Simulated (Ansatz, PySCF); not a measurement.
Wanted: the gas-phase enthalpy of formation of COC=O [methyl formate] at 298 K. Reaction (SMILES): COC=O [methyl formate] + C (CH4) + O (H2O) -> C=O (CH2O) [formaldehyde] + 2 CO (CH4O) [methanol]; bond separation energy.

Each molecule is optimised on its own at B3LYP-D3(BJ)/def2-TZVP (Ansatz, a quantum-chemistry and plane-wave program), one conformer each, not searched for the lowest. Cores are frozen in the correlated levels unless marked. UHF or UKS for open shells. Spin-orbit coupling is left out. No relativistic terms. Basis-set limits of correlation are two-point, X^-3; Hartree-Fock from the larger set. [CCSD(T)-MP2]/basis is that difference in the basis named. Thermal terms are rigid-rotor harmonic-oscillator values from B3LYP-D3(BJ) frequencies (PySCF) at 298.15 K and 1 atm. 1 Eh = 627.5095 kcal/mol. PBE is always shown; the other two functionals were drawn at random. The atomisation route leaves out scalar relativity and anharmonic zero-point terms, the atoms' spin-orbit terms, and in the frozen-core level the core correlation. Atomic data: G2/97 table in ASE.

Tabulated enthalpies of formation of the partners: C (CH4) -17.8 kcal/mol, ATcT 1.112; C=O (CH2O) -26.1 kcal/mol, ATcT 1.112; CO (CH4O) -48.0 kcal/mol, ATcT 1.112; O (H2O) -57.8 kcal/mol, ATcT 1.112.

| level | computed ΔH of the reaction (kcal/mol) | ΔHf by atomisation and measured atoms (kcal/mol) |
|---|---|---|
| PBE/def2-TZVPD (Ansatz) | 39.6 | -110.2 |
| r2SCAN-D4/def2-TZVPD (Ansatz + dftd4) | 41.9 | -88.6 |
| PBE0-D4/def2-TZVPD (Ansatz + dftd4) | 39.5 | -87.2 |
| RI-MP2/CBS(aug-cc-pVTZ,aug-cc-pVQZ)+[CCSD(T)-MP2]/aug-cc-pVTZ (Ansatz) | 38.5 | -85.5 |

Derive ΔHf from the reaction at each level, and compare how far the levels part by the two routes.


The partners sum to -46.5 kcal/mol (products minus other reactants), so ΔHf = (-46.5 - ΔH):
- PBE/def2-TZVPD: -86.1; errors -0.6 by the reaction, -24.7 by atomisation
- r2SCAN-D4/def2-TZVPD: -88.4; errors -2.9 by the reaction, -3.1 by atomisation
- PBE0-D4/def2-TZVPD: -86.0; errors -0.5 by the reaction, -1.7 by atomisation
- RI-MP2/CBS(aug-cc-pVTZ,aug-cc-pVQZ)+[CCSD(T)-MP2]/aug-cc-pVTZ: -85.0; errors +0.5 by the reaction, +0.0 by atomisation
All levels span 3.4 kcal/mol by the reaction and 24.7 by atomisation; without PBE they span 3.4 and 3.1. The errors are against the measured -85.5 kcal/mol (ATcT 1.112).
